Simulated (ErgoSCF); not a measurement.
**CH3BO (B(CO)H3), run twice**

Aim: the energy of CH3BO (B(CO)H3) at USlater/6-311G.

Program for the calculation: ErgoSCF 3.8.

7 further runs of the same task are left out: 5 that didn't finish, 2 set aside as unsound or not needed.

## 1. Starting point

CH3BO has 6 atoms, charge 0, and is taken as a singlet. As SMILES, `[H]B([H])([H])<-[C-]#[O+]`. Geometry: relaxed at GFN2-xTB.

Bond lengths: B1–C2 1.474 Å, C2–O3 1.142 Å, B1–H4 1.187 Å, B1–H5 1.186 Å, B1–H6 1.187 Å. Angles: B1–C2–O3 178.9°, C2–B1–H4 105.5°, C2–B1–H5 107.4°, C2–B1–H6 105.7°, H4–B1–H5 112.6°, H4–B1–H6 112.5°, H5–B1–H6 112.6°.

## 2. Try one

File input.xyz:

```xyz
6
CH3BO
B     -0.013250     0.005270    -0.516110
C      0.011910     0.007900     0.957520
O      0.044170    -0.008430     2.099160
H      1.125420     0.004210    -0.852220
H     -0.589380     0.982500    -0.862300
H     -0.013250     0.005270    -0.466110
```

File ergo.in:

```
set_nthreads(1)
molecule "input.xyz"
basis = "6-311G"
scf.use_diagonalization = 1
scf.output_mulliken_pop = 1
scf.force_unrestricted = 1
spin_polarization = 0
scf.starting_guess_disturbance = 0.02
XC.type = "GC2"
scf.max_number_of_iterations = 89
tmpdir = "."
run "Slater"
```

Started as:

```console
$ ergo ergo.in
```

The log of the run:

```text
[...]
INSC SCF_general constructor, number of basis functions: 48
[...]
INSC Energy   1 =        -41.90520805987
[...]
INDE E_LUMO =         -0.05064486636
[...]
INSC Energy  36 =        -95.67200028731  ( diff     -0.000000000000455 )
[...]
RESC CONVERGED after  36 iterations.
RESC FINAL ENERGY:        -95.67200028731
RESC FINAL <S2> =          0.00000000000
[...]
INSC SCF: dipole_moment_x [atomic units] =       0.25253587
INSC SCF: dipole_moment_y [atomic units] =       0.45658675
INSC SCF: dipole_moment_z [atomic units] =      -0.01180287
[...]
```

Run time: 7.8 s. Hardware: 1 thread of Arm Neoverse V1, shared host; peak memory 0.32 GiB.

## 3. What went wrong

The run finished; that doesn't make the result usable.

Cause: two atoms lie on top of or far too near each other. As the program read them, the closest atoms are 0.05 Å apart, against 1.14 Å in the sound input.

## 4. The mended input

File mol.xyz:

```xyz
6

B     -0.013250     0.005270    -0.516110
C      0.011910     0.007900     0.957520
O      0.044170    -0.008430     2.099160
H      1.125420     0.004210    -0.852220
H     -0.589380     0.982500    -0.862300
H     -0.578870    -0.991440    -0.826050
```

File ergo.in:

```
set_nthreads("env")
molecule "mol.xyz"
basis = "6-311G"
scf.use_diagonalization = 1
scf.starting_guess_disturbance = 0.02
XC.type = "GC2"
spin_polarization = 0
scf.max_number_of_iterations = 150
scf.force_unrestricted = 1
scf.output_mulliken_pop = 1
tmpdir = "."
run "Slater"
```

Started as:

```console
$ ergo ergo.in
```

The log of the run:

```text
[...]
INSC SCF_general constructor, number of basis functions: 48
[...]
INSC Energy   1 =        -83.79260647002
[...]
INDE E_LUMO =         -0.05337452678
[...]
INSC Energy  36 =       -137.34437391827  ( diff     -0.000000000000597 )
[...]
RESC CONVERGED after  36 iterations.
RESC FINAL ENERGY:       -137.34437391827
RESC FINAL <S2> =          0.00000000000
[...]
INSC SCF: dipole_moment_x [atomic units] =       0.00530819
INSC SCF: dipole_moment_y [atomic units] =       0.00273488
INSC SCF: dipole_moment_z [atomic units] =       0.39216679
[...]
```

Run time: 7.5 s. Hardware: 1 thread of Arm Neoverse V1, shared host; peak memory 0.32 GiB.

## 5. What came out

At USlater/6-311G:

```
     quantity          value
 total energy  -137.34437 Eh
dipole moment         1.00 D
```

What this shows: The first attempt's energy was +1133.963 eV off this one.
